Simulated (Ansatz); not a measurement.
System: C₂H₂Cl (charge 0, doublet). It need not be the lowest isomer of its formula. 
Structure (B3LYP-D3(BJ)/def2-TZVP (Ansatz, a quantum-chemistry and plane-wave program) minimum search):
```
C
C 1 1.3086
H 1 1.0829 2 120.27
H 1 1.0879 3 117.72 2 -180.00
Cl 2 1.6767 1 135.19 3 -180.00
```
Charge 0, spin multiplicity 2.

Wanted: atomisation energy (electronic, to ground-state atoms), in kJ/mol. Correlated levels leave the core frozen unless marked. Open shells are spin-unrestricted. Spin-orbit coupling is left out. No relativistic terms. The coupled-cluster limit lacks core correlation, which all-electron functionals hold. CBS marks a two-point X^-3 extrapolation of the correlation energy; Hartree-Fock from the larger set. [CCSD(T)-MP2]/basis is that difference in the basis named.

```csv
level,program,atomisation energy (kJ/mol)
revPBE-D3(BJ)/def2-TZVPD,Ansatz + dftd3,1822.9
```

Q: What does RI-MP2/CBS(cc-pV(T+d)Z,cc-pV(Q+d)Z)+[CCSD(T)-MP2]/cc-pV(T+d)Z (Ansatz) give?

A: 1781.0 kJ/mol, so revPBE-D3(BJ)/def2-TZVPD differs from it by 41.9 kJ/mol.
